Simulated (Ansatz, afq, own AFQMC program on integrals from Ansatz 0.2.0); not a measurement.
## Atomization energy of AlNH2, singlet

```xyz
4

Al    0.0000   -0.0211    0.6643
N     0.0000    0.0382   -0.9486
H     0.0000    0.0963    2.2187
H     0.0000   -0.1134   -1.9344
```

Connectivity, by distances: AlH–NH.

Atoms in their ground-state spins without spin–orbit coupling (mostly on UHF) minus the molecule (RHF), without zero-point energy. The geometry is a stationary point, not shown to be a minimum.

Basis cc-pVTZ. Noble-gas cores (and the filled d shells of Ga–Kr and In–Xe) are frozen. AFQMC by an in-house program on the Cholesky factors that Ansatz 0.2.0 writes for its CCSD(T) run. The CISD trial takes its coefficients from CCSD amplitudes. Released means that phaseless walkers are propagated on without the constraint, phases kept. Uncertainties: one standard error, sampling alone. The errors of all members are added in quadrature.

No full CI on the walks' own integrals is used here. The released AFQMC energy serves as the reference, which it does only where one determinant dominates, the energy is flat over the last release times and near the phaseless one (40 meV or 2 meV an electron, half that with transition metals). On small molecules, where full CI could be run and the noise was under 10 meV, such values lay within 10 meV of it in 19 cases of 20, a flattering rate, since the rule was set on those same cases; what remains of the bias isn't in the error bar. Each member takes its own surest rung, up to full CI.

The best estimate is CCSD(T) at the basis-set limit (CBS: def2-TZVPP and def2-QZVPP, with their diffuse functions for anions and beside diffuse sets, CCSD(T) itself extrapolated) plus the step from CCSD(T) to AFQMC with the constraint released in cc-pVTZ. Rows without CBS are in cc-pVTZ; B2PLYP and the wave-function rows carry a basis error of their own. Core correlation and relativity beyond core potentials are missing, and ± holds the sampling alone.

Cautions: AlNH₂ (singlet): higher spins were not checked, raised T1 diagnostic (T1 0.024, weight of the determinant 0.87, largest double 0.05), the released value is read at 2.40 1/Eh (meV from the phaseless value at times in 1/Eh: -13 ± 7 at 0.24, -16 ± 5 at 0.51, -27 ± 6 at 0.99, -28 ± 6 at 1.62, -28 ± 7 at 2.40).

Best estimate: 1030.9 ± 0.7 kJ/mol.

| level | atomization energy (kJ/mol) | error against the best estimate (kJ/mol) |
| --- | --- | --- |
| HF | 566.7 | -464.2 ± 0.7 |
| MP2 | 997.8 | -33.1 ± 0.7 |
| CCSD | 939.4 | -91.5 ± 0.7 |
| CCSD(T) | 970.0 | -60.9 ± 0.7 |
| ph-AFQMC/CISD | 970.5 ± 0.8 | -60.4 ± 1.1 |
| released AFQMC | 972.6 ± 0.7 | -58.3 |
| HF/CBS | 584.9 | -446.0 ± 0.7 |
| MP2/CBS | 1058.9 | 28.0 ± 0.7 |
| CCSD(T)/CBS | 1028.5 | -2.4 ± 0.7 |
| PBE | 1034.4 | 3.5 ± 0.7 |
| r2SCAN | 1007.7 | -23.2 ± 0.7 |
| PBE0 | 985.7 | -45.2 ± 0.7 |
| B3LYP | 1012.4 | -18.5 ± 0.7 |
| wB97M-V | 1016.0 | -14.9 ± 0.7 |
| B2PLYP | 1009.4 | -21.5 ± 0.7 |

Correlation beyond CCSD(T) adds 2.4 ± 0.7 kJ/mol. Going to the basis-set limit adds 58.5 kJ/mol at CCSD(T). The perturbative (T) step is worth +30.6 kJ/mol. The functionals spread over 48.7 kJ/mol; PBE comes nearest and PBE0 is 45.2 kJ/mol too low.

Best estimates are given only where the step beyond CCSD(T) is under 0.3 eV and no member's determinant is very poor (T1 over 0.05, or 0.07 for open shells, ⟨S²⟩ too high by 0.3, two states mixed), so the hardest cases are missing from such tables.

The functionals ran in a triple-zeta set and keep a basis error of their own, a few kJ/mol for each bond in atomization energies and more for double hybrids, so close places among them and the extrapolated levels can swap.

Each member of a difference takes its own highest rung, so a best estimate needn't equal the limit plus the step of one row. A walk keeps the symmetry of its determinant, which the program's search chose and which needn't be the lowest solution, so a lower state of the same spin and another symmetry isn't excluded. Released energies are given only where the last usable release times agree within the noise; a slower fall can still hide under it.
